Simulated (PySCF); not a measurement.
# BH from Hartree–Fock to correlated methods

State: ¹Σ⁺ (singlet), closed shell. Set-up: basis B cc-pVDZ, H cc-pVDZ; no relativity; PySCF 2.14. De refers to B + H in their high-spin ground configurations, without counterpoise correction. A positive dipole means B(−)H(+).

```json
{"Level": "RHF", "Re (Å)": "1.236", "ωe (cm⁻¹)": "2493", "De (eV)": "2.61", "μ (D)": "1.66"}
{"Level": "RHF-MP2", "Re (Å)": "1.247", "ωe (cm⁻¹)": "2422", "De (eV)": "3.27", "μ (D)": "n/a"}
{"Level": "RHF-SCS-MP2", "Re (Å)": "1.248", "ωe (cm⁻¹)": "2411", "De (eV)": "3.37", "μ (D)": "n/a"}
{"Level": "RHF-CCSD", "Re (Å)": "1.255", "ωe (cm⁻¹)": "2351", "De (eV)": "3.42", "μ (D)": "n/a"}
{"Level": "RHF-CCSD(T)", "Re (Å)": "1.256", "ωe (cm⁻¹)": "2343", "De (eV)": "3.43", "μ (D)": "n/a"}
{"Level": "PBE", "Re (Å)": "1.274", "ωe (cm⁻¹)": "2226", "De (eV)": "3.46", "μ (D)": "1.36"}
{"Level": "r²SCAN", "Re (Å)": "1.261", "ωe (cm⁻¹)": "2291", "De (eV)": "3.38", "μ (D)": "1.44"}
{"Level": "PBE0", "Re (Å)": "1.260", "ωe (cm⁻¹)": "2323", "De (eV)": "3.43", "μ (D)": "1.45"}
{"Level": "MN15", "Re (Å)": "1.253", "ωe (cm⁻¹)": "2344", "De (eV)": "3.70", "μ (D)": "1.38"}
{"Level": "M06-2X", "Re (Å)": "1.249", "ωe (cm⁻¹)": "2368", "De (eV)": "3.59", "μ (D)": "1.45"}
{"Level": "B2PLYP", "Re (Å)": "1.249", "ωe (cm⁻¹)": "2373", "De (eV)": "3.47", "μ (D)": "1.53"}
```

**Question.** Which functional lies closest to RHF-CCSD(T) in De, which farthest, and by how much do they differ from it?

**Answer.** Closest is PBE0 (+0.4 pm in Re, -0.9 % in ωe, +0.00 eV in De against RHF-CCSD(T) in the same basis), farthest MN15 (-0.3 pm in Re, +0.0 % in ωe, +0.27 eV in De). CCSD(T) converges more slowly with the basis than the functionals do and binds too weakly in this one, so the order can change at the basis-set limit.

**Question.** What does the step from GGA to meta-GGA do here, going from PBE to r²SCAN?

**Answer.** r²SCAN less PBE: -1.3 pm in Re, +2.9 % in ωe, -0.08 eV in De. 

**Question.** What does the triples do here, going from RHF-CCSD to RHF-CCSD(T)?

**Answer.** RHF-CCSD(T) less RHF-CCSD: +0.1 pm in Re, -0.3 % in ωe, +0.01 eV in De. Correlation nearly always deepens the well. The bond length hardly moves.

Measured (Huber and Herzberg, Constants of Diatomic Molecules (1979)): Re = 1.2324 Å, ωe = 2366.9 cm⁻¹.

Correlated steps freeze 1 core orbital. Correlated levels converge slowly with the basis: in double zeta they bind strong bonds too weakly, by up to about 1 eV, and carry superposition errors of some tenths. Where the molecule has an RHF reference, its open-shell atoms are computed with UHF. B2PLYP dipoles, levels and charges come from its SCF part alone.

The whole job (state search and all levels along the bond) took about 0.38 min on 1 thread of Intel Xeon Platinum 8375C @ 2.90GHz (shared host), peak memory 0.3 GiB.
